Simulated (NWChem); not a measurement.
System: CH4S cation, doublet; SMILES of the neutral closed-shell parent SC

NWChem input:

```
start job
memory heap 200 mb stack 900 mb global 1100 mb
charge 1
geometry units angstroms noautosym nocenter noautoz
  C     -1.046454    -0.440718     0.055640
  S      0.548325     0.318435    -0.038187
  H     -1.129689    -0.997254     1.009529
  H     -1.804199     0.351506    -0.011306
  H     -1.151896    -1.169836    -0.771292
  H      1.324161    -0.801949     0.058972
end
basis spherical
  * library def2-svp
end
dft
  odft
  mult 2
  xc b3lyp
  iterations 150
end
cosmo
  dielec 2.0
end
task dft energy
```

Excerpt of the output:

```
             Northwest Computational Chemistry Package (NWChem) 7.3.0
             --------------------------------------------------------

                             Geometry "geometry" -> ""
                             -------------------------

 Output coordinates in angstroms (scale by  1.889725989 to convert to a.u.)

  No.       Tag          Charge          X              Y              Z
 ---- ---------------- ---------- -------------- -------------- --------------
    1 C                    6.0000    -1.04645400    -0.44071800     0.05564000
    2 S                   16.0000     0.54832500     0.31843500    -0.03818700
    3 H                    1.0000    -1.12968900    -0.99725400     1.00952900
    4 H                    1.0000    -1.80419900     0.35150600    -0.01130600
    5 H                    1.0000    -1.15189600    -1.16983600    -0.77129200
    6 H                    1.0000     1.32416100    -0.80194900     0.05897200

 Effective nuclear repulsion energy (a.u.)      57.0305812667

                                 NWChem DFT Module
                                 -----------------

 Summary of "ao basis" -> "ao basis" (spherical)
 ------------------------------------------------------------------------------
       Tag                 Description            Shells   Functions and Types
 ---------------- ------------------------------  ------  ---------------------
 C                          def2-svp                 6       14   3s2p1d
 S                          def2-svp                 8       18   4s3p1d
 H                          def2-svp                 3        5   2s1p

 in cosmo_initialize ...

 solvent parameters
 solvname_short: unkn
 solvname_long:  unknown
 dielec:        2.0000

          ---------------
          -cosmo- solvent
          ---------------
 Cosmo: York-Karplus, doi: 10.1021/jp992097l
 dielectric constant -eps-     =   2.00
 screen = (eps-1)/(eps    )    =   0.50000
 surface charge correction     = lagrangian

   van der Waals surface
 --------------------------

 ---------- ATOMIC COORDINATES (A.U.) ------------ VDWR(ANG.) --
     1   -1.97751132   -0.83283626    0.10514435     2.000
     2    1.03618400    0.60175490   -0.07216297     2.160
     3   -2.13480266   -1.88453680    1.90773319     1.300
     4   -3.40944174    0.66425002   -0.02136524     1.300
     5   -2.17676781   -2.21066949   -1.45753054     1.300
     6    2.50230145   -1.51546387    0.11144092     1.300
 number of segments per atom =         32
 number of   points per atom =         32
 atom (   nspa,  nppa )
 ----------------------
    1 (     21,     0 )       0
    2 (     22,     0 )       0
    3 (     15,     0 )       0
    4 (     12,     0 )       0
    5 (     15,     0 )       0
    6 (     15,     0 )       0
 number of -cosmo- surface points =      100
 molecular surface =     81.991 angstrom**2
 molecular volume  =     65.083 angstrom**3
 G(cav/disp)       =      1.270 kcal/mol
 -lineq- algorithm             =   0
 -bem- low  level              =   2
 -bem- from -octahedral-
 gaussian surface charge width =   4.50000
 degree of switching           =   1.00000
 switching function tolerance  =   0.00010
 atomic radii =
 --------------
    1  6.000  2.000
    2 16.000  2.160
    3  1.000  1.300
    4  1.000  1.300
    5  1.000  1.300
    6  1.000  1.300
 ...... end of -cosmo- initialization ......

            General Information
            -------------------
          SCF calculation type: DFT
          Wavefunction type:  spin polarized.
          No. of atoms     :     6
          No. of electrons :    25
           Alpha electrons :    13
            Beta electrons :    12
          Charge           :     1
          Spin multiplicity:     2
          Use of symmetry is: off; symmetry adaption is: off
          Maximum number of iterations: 150
          AO basis - number of functions:    52
                     number of shells:    26
          Convergence on energy requested:  1.00D-06
          Convergence on density requested:  1.00D-05
          Convergence on gradient requested:  5.00D-04

              XC Information
              --------------
                         B3LYP Method XC Potential
                     Hartree-Fock (Exact) Exchange  0.200
                        Slater Exchange Functional  0.800 local
                    Becke 1988 Exchange Functional  0.720 non-local
              Lee-Yang-Parr Correlation Functional  0.810
                  VWN I RPA Correlation Functional  0.190 local

             Grid Information
             ----------------
          Grid used for XC integration:  medium
          Radial quadrature: Mura-Knowles
          Angular quadrature: Lebedev.
          Tag              B.-S. Rad. Rad. Pts. Rad. Cut. Ang. Pts.
          ---              ---------- --------- --------- ---------
          C                   0.70       49           8.0       434
          S                   1.00       88           8.0       590
          H                   0.35       45          10.0       434
          Grid pruning is: on
          Number of quadrature shells:   317
          Spatial weights used:  Erf1

      Superposition of Atomic Density Guess
      -------------------------------------

 Sum of atomic energies:        -436.96924501

 Renormalizing density from      26.00 to     25

      Non-variational initial energy
      ------------------------------

 Total energy =    -426.957107
 1-e energy   =    -687.116016
 2-e energy   =     203.128328
 HOMO         =      -0.675852
 LUMO         =      -0.274460

[...]

                                   COSMO solvation results
                                   -----------------------

                 gas phase energy =      -438.220095169332
                 sol phase energy =      -438.274864416658
 (electrostatic) solvation energy =         0.054769247326 (   34.37 kcal/mol)

                    DFT Final Alpha Molecular Orbital Analysis
                    ------------------------------------------

 Vector   11  Occ=1.000000D+00  E=-5.650259D-01
              MO Center= -6.5D-01, -2.2D-02,  9.9D-03, r^2= 2.0D+00
   Bfn.  Coefficient  Atom+Function         Bfn.  Coefficient  Atom+Function
  ----- ------------  ---------------      ----- ------------  ---------------
     4      0.400677  1 C  px                38     -0.312911  4 H  s
    22     -0.282072  2 S  px                25     -0.241470  2 S  px
     7      0.160735  1 C  px                19     -0.150739  2 S  px
    26     -0.139971  2 S  py                 5     -0.133324  1 C  py
    23     -0.133255  2 S  py                48     -0.106672  6 H  s

 Vector   12  Occ=1.000000D+00  E=-5.205032D-01
              MO Center= -5.5D-02,  3.5D-02, -3.2D-03, r^2= 2.4D+00
   Bfn.  Coefficient  Atom+Function         Bfn.  Coefficient  Atom+Function
  ----- ------------  ---------------      ----- ------------  ---------------
    23     -0.345030  2 S  py                26     -0.332208  2 S  py
     5      0.321967  1 C  py                48      0.231349  6 H  s
    18     -0.215216  2 S  s                 17     -0.209469  2 S  s
    38      0.190721  4 H  s                 20     -0.186716  2 S  py
    33     -0.165237  3 H  s                 43     -0.165883  5 H  s

 Vector   13  Occ=1.000000D+00  E=-4.728980D-01
              MO Center=  1.5D-01,  2.6D-02, -4.5D-03, r^2= 2.1D+00
   Bfn.  Coefficient  Atom+Function         Bfn.  Coefficient  Atom+Function
  ----- ------------  ---------------      ----- ------------  ---------------
    27      0.557186  2 S  pz                24      0.476271  2 S  pz
    21      0.252156  2 S  pz                 6     -0.235005  1 C  pz
    33     -0.197346  3 H  s                 43      0.196755  5 H  s
     9     -0.123806  1 C  pz                34     -0.065310  3 H  s
    44      0.065131  5 H  s                 26      0.053521  2 S  py

 Vector   14  Occ=0.000000D+00  E=-1.283984D-01
              MO Center=  7.0D-01, -2.8D-01,  1.7D-02, r^2= 2.9D+00
   Bfn.  Coefficient  Atom+Function         Bfn.  Coefficient  Atom+Function
  ----- ------------  ---------------      ----- ------------  ---------------
    49     -0.905393  6 H  s                  3      0.858925  1 C  s
    25      0.802601  2 S  px                26     -0.395387  2 S  py
    48     -0.373323  6 H  s                 44     -0.296085  5 H  s
    34     -0.293270  3 H  s                 22      0.254744  2 S  px
    39     -0.227147  4 H  s                  2      0.196201  1 C  s

 Vector   15  Occ=0.000000D+00  E=-9.295029D-02
              MO Center=  1.6D-01, -2.6D-01,  2.3D-02, r^2= 3.1D+00
   Bfn.  Coefficient  Atom+Function         Bfn.  Coefficient  Atom+Function
  ----- ------------  ---------------      ----- ------------  ---------------
     3      1.218689  1 C  s                 18     -1.105606  2 S  s
    26      0.736414  2 S  py                49      0.688696  6 H  s
     7      0.646506  1 C  px                25      0.631365  2 S  px
     4      0.360263  1 C  px                17     -0.319560  2 S  s
     8      0.306512  1 C  py                39     -0.261846  4 H  s

 Vector   16  Occ=0.000000D+00  E=-1.791155D-02
              MO Center= -1.2D+00, -5.9D-01,  5.7D-02, r^2= 4.2D+00
   Bfn.  Coefficient  Atom+Function         Bfn.  Coefficient  Atom+Function
  ----- ------------  ---------------      ----- ------------  ---------------
     3      2.018200  1 C  s                 44     -1.120838  5 H  s
    34     -1.094780  3 H  s                 39     -1.071665  4 H  s
     7     -0.598248  1 C  px                 8     -0.322445  1 C  py
    25     -0.303219  2 S  px                 4     -0.242574  1 C  px
    17      0.239997  2 S  s                  2      0.225641  1 C  s

                     DFT Final Beta Molecular Orbital Analysis
                     -----------------------------------------

 Vector   10  Occ=1.000000D+00  E=-5.689591D-01
              MO Center= -9.1D-01, -6.0D-01,  7.0D-02, r^2= 1.4D+00
   Bfn.  Coefficient  Atom+Function         Bfn.  Coefficient  Atom+Function
  ----- ------------  ---------------      ----- ------------  ---------------
     6      0.443905  1 C  pz                33      0.279075  3 H  s
    43     -0.278806  5 H  s                  9      0.212054  1 C  pz
    27      0.149369  2 S  pz                24      0.138962  2 S  pz
    21      0.079431  2 S  pz                44     -0.063627  5 H  s
    34      0.063145  3 H  s                  5      0.043675  1 C  py

 Vector   11  Occ=1.000000D+00  E=-5.610137D-01
              MO Center= -7.0D-01, -5.6D-02,  1.4D-02, r^2= 2.0D+00
   Bfn.  Coefficient  Atom+Function         Bfn.  Coefficient  Atom+Function
  ----- ------------  ---------------      ----- ------------  ---------------
     4      0.402479  1 C  px                38     -0.325233  4 H  s
    22     -0.270833  2 S  px                25     -0.228381  2 S  px
     7      0.161993  1 C  px                 5     -0.152468  1 C  py
    19     -0.145594  2 S  px                48     -0.139112  6 H  s
    26     -0.110605  2 S  py                23     -0.098433  2 S  py

 Vector   12  Occ=1.000000D+00  E=-5.090118D-01
              MO Center=  6.4D-02,  1.1D-01, -1.2D-02, r^2= 2.4D+00
   Bfn.  Coefficient  Atom+Function         Bfn.  Coefficient  Atom+Function
  ----- ------------  ---------------      ----- ------------  ---------------
    23      0.354328  2 S  py                26      0.351424  2 S  py
     5     -0.303773  1 C  py                17      0.236099  2 S  s
    18      0.228188  2 S  s                 48     -0.227228  6 H  s
    20      0.192983  2 S  py                38     -0.162766  4 H  s
    16     -0.159314  2 S  s                 33      0.153488  3 H  s

 Vector   13  Occ=0.000000D+00  E=-3.425886D-01
              MO Center=  3.7D-01,  1.7D-01, -2.2D-02, r^2= 1.8D+00
   Bfn.  Coefficient  Atom+Function         Bfn.  Coefficient  Atom+Function
  ----- ------------  ---------------      ----- ------------  ---------------
    27      0.636040  2 S  pz                24      0.465454  2 S  pz
    21      0.258324  2 S  pz                33     -0.153087  3 H  s
    43      0.152772  5 H  s                  6     -0.149040  1 C  pz
    34     -0.073301  3 H  s                 44      0.072952  5 H  s
     9     -0.066465  1 C  pz                26      0.061180  2 S  py

 Vector   14  Occ=0.000000D+00  E=-1.222780D-01
              MO Center=  6.6D-01, -2.6D-01,  1.5D-02, r^2= 3.0D+00
   Bfn.  Coefficient  Atom+Function         Bfn.  Coefficient  Atom+Function
  ----- ------------  ---------------      ----- ------------  ---------------
     3      0.916700  1 C  s                 49     -0.892009  6 H  s
    25      0.827588  2 S  px                26     -0.374625  2 S  py
    48     -0.353753  6 H  s                 44     -0.317562  5 H  s
    34     -0.314536  3 H  s                 22      0.260507  2 S  px
    39     -0.240795  4 H  s                  2      0.202897  1 C  s

 Vector   15  Occ=0.000000D+00  E=-7.776208D-02
              MO Center=  1.9D-01, -3.1D-01,  2.7D-02, r^2= 3.2D+00
   Bfn.  Coefficient  Atom+Function         Bfn.  Coefficient  Atom+Function
  ----- ------------  ---------------      ----- ------------  ---------------
     3      1.194542  1 C  s                 18     -1.123570  2 S  s
    49      0.756335  6 H  s                 26      0.743597  2 S  py
     7      0.634700  1 C  px                25      0.609529  2 S  px
    17     -0.360429  2 S  s                  4      0.344635  1 C  px
     8      0.340235  1 C  py                39     -0.302888  4 H  s

   alpha - beta orbital overlaps
   -----------------------------

   alpha      1      2      3      4      5      6      7      8      9     10
    beta      1      2      3      6      4      5      7      8      9     10
 overlap   1.000  1.000  1.000  1.000  1.000  1.000  0.995  0.995  0.999  0.981

   alpha     11     12     13     14     15     16     17     18     19     20
    beta     11     12     13     14     15     16     17     18     19     20
 overlap   0.996  0.995  0.980  0.999  0.997  0.999  0.999  0.999  0.982  0.943

   alpha     21     22     23     24     25     26     27     28     29     30
    beta     22     21     23     24     25     26     27     28     29     30
 overlap   0.980  0.934  0.997  0.996  0.983  0.965  0.988  0.957  0.987  0.963

   alpha     31     32     33     34     35     36     37     38     39     40
    beta     32     31     33     34     35     36     37     38     39     40
 overlap   0.996  0.997  0.995  0.993  0.994  1.000  1.000  1.000  1.000  1.000

   alpha     41     42     43     44     45     46     47     48     49     50
    beta     41     42     43     44     45     46     47     48     49     50
 overlap   1.000  1.000  1.000  1.000  1.000  1.000  1.000  1.000  1.000  1.000

   alpha     51     52
    beta     51     52
 overlap   0.999  0.999

     --------------------------
     Expectation value of S2:
     --------------------------
      <S2> =      0.7533 (Exact =     0.7500)

[...]
```

Level: B3LYP/def2-SVP, spin-unrestricted, COSMO on the gas-phase geometry. All runs use the structure optimised with PBE0/def2-SVP, spin-unrestricted. The spin multiplicity was typed, not searched, and may not be the lowest. No stability test was run on the SCF state. COSMO prints the solvation energy as gas minus solution, so a positive value is a stabilisation.
